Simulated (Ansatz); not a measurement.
**One shape, several levels: SiPH4 (SMILES [SiH2]P)**

We compute a comparison of 6 runs (U-wB97M-V/STO-3G, UBHLYP/STO-3G, UHSE06/STO-3G, UBCCD(T)/STO-3G, UCCSDT(Q)/STO-3G, UCCSDT/STO-3G) of SiPH4. 

The results are computed with Ansatz 0.2.0.

47 further runs of the same task are left out: 47 set aside as unsound or not needed.

## (1) Starting point

The species is SiPH4 (6 atoms), meant as a doublet with charge 0. SMILES: `[SiH2]P`. The H3–Si1 distance was set to 2.200 Å, away from the relaxed value. At this shape a bond of the SMILES string is far longer than usual.

Bond lengths: Si1–P2 2.220 Å, Si1–H4 1.466 Å, P2–H5 1.384 Å, P2–H6 1.384 Å. Angles: Si1–P2–H5 96.4°, Si1–P2–H6 96.4°, P2–Si1–H4 109.7°, H5–P2–H6 92.6°. A long bond or contact: Si1–H3 2.200 Å.

## (2) The energy at U-wB97M-V/STO-3G (run 1)

The input, in.yaml:

```yaml
basis:
  gaussian:
    orbitals: STO-3G
crystal:
  periodic: [false, false, false]
  atoms:
    - {symbol: Si, position_ang: [0.340854, -0.616805, -0.700990]}
    - {symbol: P, position_ang: [-0.124836, 1.539315, -0.454110]}
    - {symbol: H, position_ang: [-0.300620, -1.724700, 1.087920]}
    - {symbol: H, position_ang: [-0.365426, -1.144995, -1.872630]}
    - {symbol: H, position_ang: [0.648514, 1.986465, -1.511630]}
    - {symbol: H, position_ang: [0.870684, 1.807295, 0.469800]}
magnetization:
  spin_polarized: true
  initial_magnetization: 1
hamiltonian:
  xc: {name: wB97M-V}
accuracy: high
```

On the command line:

```
$ ansatz run in.yaml --threads 1 --pin off --max-ram 2610MiB --events-out events.jsonl --progress --plain --runs-dir runs
```

Standard output:

```text
Warning: RAYON_NUM_THREADS=1 ignored (pool sized by the plan → 1); use --threads N
Functional definition: wB97M-V
  name "wB97M-V"
  parameter omega = 0.3/bohr
  parameter cx = 0.15
  parameter cx01 = 1.007
  parameter cx10 = 0.259
  parameter css00 = 0.443
  parameter css04 = -1.437
  parameter css10 = -4.535
  parameter css20 = -3.390
  parameter css43 = 4.278
  parameter cos00 = 1.000
  parameter cos10 = 1.358
  parameter cos20 = 2.924
  parameter cos21 = -8.812
  parameter cos60 = -1.390
  parameter cos61 = 9.142
  parameter b = 6.0
  parameter c = 0.01
  gx(w, u) = 1 - cx + cx01*u + cx10*w
  gss(w, u) = css00 + css04*u^4 + css10*w + css20*w^2 + css43*w^4*u^3
  gos(w, u) = cos00 + cos10*w + (cos20 + cos21*u)*w^2 + (cos60 + cos61*u)*w^6
  exchange = spin_sum(e_x_unif_sr(omega)*gx(b97_w, b97_u_x)) + cx*exact_x_sr(omega) + exact_x_lr(omega)
  correlation = spin_sum(e_c_pw_mod_same_spin*gss(b97_w, b97_u_same))
      + integral(e_c_pw_mod_opposite_spin*gos(b97_w_opposite, b97_u_opposite)) + vv10(b, c)
390 factors; integrals over basis functions are off by at most 2.6e-9 eV
162 factors; integrals over basis functions are off by at most 1.5e-9 eV
mean field evaluation 1: about -17029.2621 eV, gradient 1.1e1 eV
mean field evaluation 2: about -17030.3976 eV, gradient 8.5e0 eV
mean field evaluation 4: about -17031.2449 eV, gradient 5.3e-1 eV
mean field evaluation 8: about -17031.2002 eV, gradient 9.2e-2 eV
mean field evaluation 16: about -17031.2016 eV, gradient 2.7e-4 eV
mean field evaluation 32: about -17030.9469 eV, gradient 1.4e0 eV
mean field -17031.20157848 eV, -625.8851138461 hartree, gradient 4.7e-8 eV, S^2 0.769357; 2 other end points of the search recorded, 0 dependent functions left out
reference -17031.20158131 eV, -625.8851139501 hartree; 17, 16 occupied and 5, 6 virtual orbitals, 390 factors
Total energy: -17031.20158131 eV, -625.8851139501 hartree
```

It took 17 s on 1 thread of AMD EPYC 9R14 (Zen 4), shared host; peak memory 0.59 GiB.

## (3) A single-point energy at UBHLYP/STO-3G (run 2)

The input, job.yaml:

```yaml
basis:
  gaussian:
    orbitals: STO-3G
crystal:
  periodic: [false, false, false]
  atoms:
    - {symbol: Si, position_ang: [0.340854, -0.616805, -0.700990]}
    - {symbol: P, position_ang: [-0.124836, 1.539315, -0.454110]}
    - {symbol: H, position_ang: [-0.300620, -1.724700, 1.087920]}
    - {symbol: H, position_ang: [-0.365426, -1.144995, -1.872630]}
    - {symbol: H, position_ang: [0.648514, 1.986465, -1.511630]}
    - {symbol: H, position_ang: [0.870684, 1.807295, 0.469800]}
hamiltonian:
  xc: {name: BHLYP}
magnetization:
  spin_polarized: true
  initial_magnetization: 1
accuracy: high
```

On the command line:

```
$ ansatz run job.yaml --threads 1 --pin off --max-ram 2610MiB --events-out events.jsonl --progress --plain --runs-dir runs
```

Standard output:

```text
Warning: RAYON_NUM_THREADS=1 ignored (pool sized by the plan → 1); use --threads N
Functional definition: BHLYP
  name "BHLYP"
  parameter a = 0.5
  exchange = (1 - a)*b88_x + a*exact_x
  correlation = lyp_c
390 factors; integrals over basis functions are off by at most 2.6e-9 eV
mean field evaluation 1: about -17028.1622 eV, gradient 1.1e1 eV
mean field evaluation 2: about -17028.5371 eV, gradient 1.1e1 eV
mean field evaluation 4: about -17030.0773 eV, gradient 7.2e-1 eV
mean field evaluation 8: about -17030.1141 eV, gradient 3.0e-1 eV
mean field evaluation 16: about -17030.1248 eV, gradient 1.8e-4 eV
mean field -17030.12477958 eV, -625.8455422166 hartree, gradient 9.8e-8 eV, S^2 0.866478; 0 other end points of the search recorded, 0 dependent functions left out
reference -17030.12479972 eV, -625.8455429567 hartree; 17, 16 occupied and 5, 6 virtual orbitals, 390 factors
Total energy: -17030.12479972 eV, -625.8455429567 hartree
```

Wall time 1.6 s (1 thread of AMD EPYC 9R14 (Zen 4), shared host); peak memory 0.15 GiB.

Runs 3 to 5 aren't shown in full; the table further down has their settings and results.

## (4) The energy at UCCSDT/STO-3G (run 6)

The input, job.yaml:

```yaml
crystal:
  periodic: [false, false, false]
  atoms:
    - symbol: Si
      position_ang: [0.340854, -0.616805, -0.700990]
    - symbol: P
      position_ang: [-0.124836, 1.539315, -0.454110]
    - symbol: H
      position_ang: [-0.300620, -1.724700, 1.087920]
    - symbol: H
      position_ang: [-0.365426, -1.144995, -1.872630]
    - symbol: H
      position_ang: [0.648514, 1.986465, -1.511630]
    - symbol: H
      position_ang: [0.870684, 1.807295, 0.469800]
basis:
  gaussian: {orbitals: STO-3G}
magnetization: {spin_polarized: true, initial_magnetization: 1}
scf: {omitted_lower_state_checks: [cluster_reference, increment]}
correlation: {method: ccsdt, frozen_orbitals: {H: 0, P: 5, Si: 5}}
accuracy: high
```

On the command line:

```
$ ansatz run job.yaml --threads 1 --pin off --max-ram 2610MiB --events-out events.jsonl --progress --plain --runs-dir runs
```

Standard output:

```text
Warning: RAYON_NUM_THREADS=1 ignored (pool sized by the plan → 1); use --threads N
[... 13 lines left out ...]
10 core orbitals not correlated: weight in the atoms' cores, before any rotation towards them, 1.000 or more for the frozen orbitals, at most 0.000 for the correlated occupied ones
[... 40 lines left out ...]
Total energy: -17001.40741868 eV, -624.7901986688 hartree
Checks for a lower state left out: cluster_reference, increment
```

Wall time 0.78 s (1 thread of AMD EPYC 9R14 (Zen 4), shared host).

## (5) The series

| run | level | frozen core orbitals | energy (Eh) | ⟨S²⟩ | wall time |
| --- | --- | --- | --- | --- | --- |
| 1 | U-wB97M-V/STO-3G | – | -625.885114 | 0.769 | 17 s |
| 2 | UBHLYP/STO-3G | – | -625.845543 | 0.866 | 1.6 s |
| 3 | UHSE06/STO-3G | – | -625.590826 | 0.772 | 2 s |
| 4 | UBCCD(T)/STO-3G | 10 | -624.789384 | 1.076 | 0.34 s |
| 5 | UCCSDT(Q)/STO-3G | 10 | -624.790273 | 1.076 | 1 s |
| 6 | UCCSDT/STO-3G | 10 | -624.790199 | 1.076 | 0.78 s |

## (6) What came out

| quantity | value |
| --- | --- |
| run 6: total energy | -624.79020 Eh |
| run 6: correlation energy (10 core orbitals frozen) | -115.9 mEh |
| run 6: ⟨S²⟩ of the reference determinant | 1.076 |
| run 6: T1 diagnostic | 0.072 |

**Reading.** Totals of different functionals can't be ranked against each other. In runs 1, 2, 3, 4, 5, 6 the basis is minimal, so the values are rough. Spin contamination of the reference: run 4 ⟨S²⟩ = 1.08, run 5 ⟨S²⟩ = 1.08, run 6 ⟨S²⟩ = 1.08, run 2 ⟨S²⟩ = 0.87. All runs together took 23 s, the longest 17 s.
